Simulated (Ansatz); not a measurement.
Relaxation of H$_{7}$N$_{2}$Si (10 atoms, charge 0, multiplicity 2), to a largest force component of 0.03 eV/Å in at most 50 steps.

All numbers below come from UHF/def2-SVP (Ansatz 0.2.0).

```xyz
10
Properties=species:S:1:pos:R:3:forces:R:3
Si -0.055 0.011 -0.070 -0.04 0.07 -0.45
H -0.087 -0.084 1.398 0.00 -0.01 0.06
H 1.374 0.123 -0.464 0.01 -0.01 0.00
N -0.805 1.393 -0.771 0.11 -0.02 0.01
H -1.793 1.532 -0.726 -0.14 0.00 0.02
H -0.319 2.253 -0.928 0.06 -0.03 0.00
N -0.890 -1.392 -0.600 -0.03 -0.05 0.15
H -1.039 -2.178 0.002 0.02 0.04 -0.09
H -1.087 -1.597 -1.559 0.02 -0.01 -0.04
H -0.064 -0.062 3.269 0.00 0.00 0.34
```

**Question.** Where does it end, and by what steps?

**Answer.** The forces met the threshold. The force dipped under the threshold on the way, but the program's further checks kept it going. After 13 steps the energy has fallen by 0.140 eV; H10 moved furthest, 2.06 Å.

```csv
step,energy less start (eV),largest force component (eV/Å),accepted
0,0.0000,0.453,yes
1,-0.0435,0.247,yes
2,-0.0859,0.138,yes
3,-0.1092,0.121,yes
4,-0.1234,0.061,yes
5,-0.1297,0.067,yes
6,-0.1340,0.044,yes
7,-0.1370,0.046,yes
8,-0.1385,0.041,yes
9,-0.1394,0.037,yes
10,-0.1397,0.015,yes
11,-0.1399,0.013,yes
12,-0.1400,0.010,yes
13,-0.1401,0.009,yes
```

```xyz
10
Properties=species:S:1:pos:R:3
Si -0.081 0.065 -0.309
H -0.063 0.044 1.178
H 1.334 0.152 -0.756
N -0.844 1.418 -1.045
H -1.820 1.608 -0.934
H -0.329 2.234 -1.307
N -0.934 -1.362 -0.744
H -0.981 -2.153 -0.134
H -1.119 -1.608 -1.696
H 0.071 -0.398 5.298
```

The run took 8.8 s on 2 threads of Arm Neoverse V2 (shared host), peak memory 0.16 GiB.
